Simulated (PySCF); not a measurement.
Computed with PBE0-D4/def2-TZVP (PySCF). Gas-phase values, no solvent. 

Reference species (SMILES): `[OH]` (neutral, multiplicity 2).

```yaml
highest_occupied_spin_orbital: -9.09 eV
```

Changed species: `[Cl]` (radical fragment; the reference has radical fragment).

Problem. Predict the effect on the highest occupied spin orbital.

Solution. the highest occupied spin orbital drops by 0.45 eV, to -9.54 eV.
